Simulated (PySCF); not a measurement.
**A diatomic session: PH+**

An exercise on one series of results from a longer session: the logs are not shown, and one member is left open.

The runs use PySCF 2.14.0; P cc-pV(D+d)Z, H cc-pVDZ, no relativity.

Set-up of the first run:

Settings of the job:

| Item | Value |
| --- | --- |
| atoms | P, H |
| charge | 1 |
| basis | P cc-pV(D+d)Z, H cc-pVDZ |
| Hamiltonian | no relativity |
| basis functions | 28 |
| electrons treated | 15 |
| masses in u | 30.9738, 1.0078 |
| levels | PBE0, PBE, r²SCAN, B97-3, BP86, B3LYP, LC-ωPBE, HF, MP2, SCS-MP2, CCSD, CCSD(T) |
| grid | 80 radial by 434 angular points |
| occupations | held fixed by the projection of orbital angular momentum |
| dissociation limit | P+ + H, each in its ground configuration |
| starting distance in angstrom | 1.485 |
| values of 2S to try | 1, 3 |

Started as:

```console
$ OMP_NUM_THREADS=1 python dia.py task.json out
```

Steps of the session up to this table: Set-up; First curve: PBE0; Excited determinants; PBE; r²SCAN (meta-GGA); B97-3 (global hybrid GGA); BP86; B3LYP (global hybrid GGA); LC-ωPBE (range-separated hybrid); UHF (mean field); Correlated methods on the Hartree–Fock reference.

One of the session's tables, all rows but one given; the rest of the session is left out.

It belongs to the step «The curves together». Energy (eV) from each level's lowest point:

| R (Å) | UHF | UHF-MP2 | UHF-SCS-MP2 | UHF-CCSD | UHF-CCSD(T) |
| --- | --- | --- | --- | --- | --- |
| 1.240 | 0.485 | 0.520 | 0.525 | n/a | n/a |
| 1.298 | 0.199 | 0.225 | 0.228 | 0.242 | 0.246 |
| 1.355 | 0.046 | 0.061 | 0.063 | 0.073 | 0.075 |
| 1.399 | ? | ? | ? | ? | ? |
| 1.442 | 0.002 | 0.000 | 0.000 | 0.000 | 0.000 |
| 1.485 | 0.044 | 0.032 | 0.030 | 0.025 | 0.023 |
| 1.543 | 0.148 | 0.121 | 0.118 | 0.104 | 0.100 |
| 1.615 | 0.336 | 0.290 | 0.285 | 0.257 | 0.250 |
| 1.702 | 0.621 | 0.549 | 0.542 | 0.494 | 0.483 |
| 1.817 | 1.053 | 0.957 | 0.950 | n/a | n/a |

Estimate the missing values for R (Å) = 1.399.

Worked estimate for «UHF». A straight line through the neighbours (1.355, 0.046) and (1.442, 0.002) gives 0.046 + (0.002 − 0.046) × (1.399 − 1.355) / (1.442 − 1.355) = 0.024; a parabola fitted to 4 rows on both sides gives -0.003.

The run gave: UHF: 0.000; UHF-MP2: 0.007; UHF-SCS-MP2: 0.008; UHF-CCSD: 0.013; UHF-CCSD(T): 0.014. In «UHF» the line misses by +0.024 and the parabola by -0.003.

State 2 has its PBE0 minimum 1.51 eV higher. The other levels ran on the lowest alone.
